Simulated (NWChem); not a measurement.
The numbers come from NWChem runs, not from measurements. System: fluoromethane (CH3F), charge 0, spin multiplicity 1, at a geometry optimised with PBE0/def2-SVP. Level: RHF/def2-TZVP.

Input file:

```
start mol
memory heap 200 mb stack 800 mb global 1000 mb
geometry units angstroms nocenter noautoz
  C      0.608765    -0.110645     0.000000
  F     -0.732677     0.133165     0.000000
  H      0.887874    -0.687855     0.897208
  H      0.887874    -0.687855    -0.897208
  H      1.165754     0.841092     0.000000
  symmetry group Cs
end
basis spherical
  * library def2-tzvp
end
scf
  rhf
  nopen 0
  maxiter 100
  thresh 1e-7
  semidirect memsize 60000000 filesize 0
end
task scf energy
```

Output (cleaned and shortened):

```
             Northwest Computational Chemistry Package (NWChem) 7.3.0
             --------------------------------------------------------

                                NWChem Input Module
                                -------------------

 Scaling coordinates for geometry "geometry" by  1.889725989
 (inverse scale =  0.529177249)

 Turning off AUTOSYM since
 SYMMETRY directive was detected!

                             Geometry "geometry" -> ""
                             -------------------------

 Output coordinates in angstroms (scale by  1.889725989 to convert to a.u.)

  No.       Tag          Charge          X              Y              Z
 ---- ---------------- ---------- -------------- -------------- --------------
    1 C                    6.0000     0.60876500    -0.11064500     0.00000000
    2 F                    9.0000    -0.73267700     0.13316500     0.00000000
    3 H                    1.0000     0.88787400    -0.68785500     0.89720800
    4 H                    1.0000     0.88787400    -0.68785500    -0.89720800
    5 H                    1.0000     1.16575400     0.84109200     0.00000000

 Effective nuclear repulsion energy (a.u.)      37.5329147306

            Nuclear Dipole moment (a.u.)
            ----------------------------
        X                 Y               Z
 ---------------- ---------------- ----------------
    -0.0000018897    -0.0000056692     0.0000000000

      Symmetry information
      --------------------

 Group name             Cs
 Group number              2
 Group order               2
 No. of unique centers     4

      Symmetry unique atoms

     1    2    3    5


 Summary of "ao basis" -> "" (spherical)
 ------------------------------------------------------------------------------
       Tag                 Description            Shells   Functions and Types
 ---------------- ------------------------------  ------  ---------------------
 *                         def2-tzvp                  on all atoms

 Summary of "ao basis" -> "ao basis" (spherical)
 ------------------------------------------------------------------------------
[...]
              MO Center=  4.0D-01,  1.2D-01,  3.9D-11, r^2= 1.6D+00
   Bfn.  Coefficient  Atom+Function         Bfn.  Coefficient  Atom+Function
  ----- ------------  ---------------      ----- ------------  ---------------
    38      0.296454  2 F  py                41      0.257167  2 F  py
     7     -0.254996  1 C  py                76     -0.237751  5 H  s
    10     -0.219618  1 C  py                44      0.188674  2 F  py

 Vector   10  Occ=0.000000D+00  E= 1.537711D-01  Symmetry=a'
              MO Center=  1.1D+00, -2.0D-01,  2.9D-15, r^2= 5.6D+00
   Bfn.  Coefficient  Atom+Function         Bfn.  Coefficient  Atom+Function
  ----- ------------  ---------------      ----- ------------  ---------------
     5      4.329634  1 C  s                 65     -2.038626  3 H  s
    71     -2.038626  4 H  s                 77     -2.038642  5 H  s
    12      0.815016  1 C  px                 4     -0.294748  1 C  s
    64      0.253189  3 H  s                 70      0.253189  4 H  s
    76      0.253193  5 H  s                  3      0.239953  1 C  s

 Vector   11  Occ=0.000000D+00  E= 2.039416D-01  Symmetry=a'
              MO Center=  7.0D-01, -1.3D-01, -3.1D-17, r^2= 4.3D+00
   Bfn.  Coefficient  Atom+Function         Bfn.  Coefficient  Atom+Function
  ----- ------------  ---------------      ----- ------------  ---------------
    36      1.487618  2 F  s                 12      1.453419  1 C  px
     5     -0.698526  1 C  s                 43      0.473899  2 F  px
     4     -0.368035  1 C  s                  9      0.275929  1 C  px
    13     -0.264143  1 C  py

 Vector   12  Occ=0.000000D+00  E= 2.246637D-01  Symmetry=a"
              MO Center=  1.1D+00, -1.0D+00, -1.2D-12, r^2= 4.7D+00
   Bfn.  Coefficient  Atom+Function         Bfn.  Coefficient  Atom+Function
  ----- ------------  ---------------      ----- ------------  ---------------
    65      2.598862  3 H  s                 71     -2.598862  4 H  s
    14     -1.650970  1 C  pz                64     -0.422784  3 H  s
    70      0.422784  4 H  s                  8     -0.212845  1 C  pz
    45      0.170427  2 F  pz

 center of mass
 --------------
 x =  -0.20273673 y =   0.03684710 z =   0.00000000

 moments of inertia (a.u.)
 ------------------
          13.427549405772          10.118837759075           0.000000000000
          10.118837759075          67.262236021141           0.000000000000
           0.000000000000           0.000000000000          69.101236338155

  Mulliken analysis of the total density
  --------------------------------------

    Atom       Charge   Shell Charges
 -----------   ------   -------------------------------------------------------
    1 C    6     6.00   0.85  1.12  0.49  0.65  0.08  1.18  1.25  0.22  0.03  0.09  0.01
    2 F    9     9.31   0.77  1.20  0.59  1.01  0.35  2.24  2.27  0.86  0.00  0.01  0.00
    3 H    1     0.90   0.27  0.50  0.11  0.02
    4 H    1     0.90   0.27  0.50  0.11  0.02
    5 H    1     0.90   0.27  0.50  0.11  0.02

       Multipole analysis of the density wrt the origin
       ------------------------------------------------

     L   x y z        total         open         nuclear
     -   - - -        -----         ----         -------
     0   0 0 0     -0.000000      0.000000     18.000000

     1   1 0 0      0.756016      0.000000     -0.000002
     1   0 1 0     -0.137405      0.000000     -0.000006
     1   0 0 1      0.000000      0.000000      0.000000

     2   2 0 0     -9.266673      0.000000     35.676833
     2   1 1 0      0.090714      0.000000     -5.439424
     2   1 0 1     -0.000000      0.000000      0.000000
     2   0 2 0     -8.784060      0.000000      6.737795
     2   0 1 1     -0.000000      0.000000      0.000000
     2   0 0 2     -8.767544      0.000000      5.749286

 Task  times  cpu:        1.3s     wall:        1.3s

 Total times  cpu:        1.4s     wall:        1.4s
```
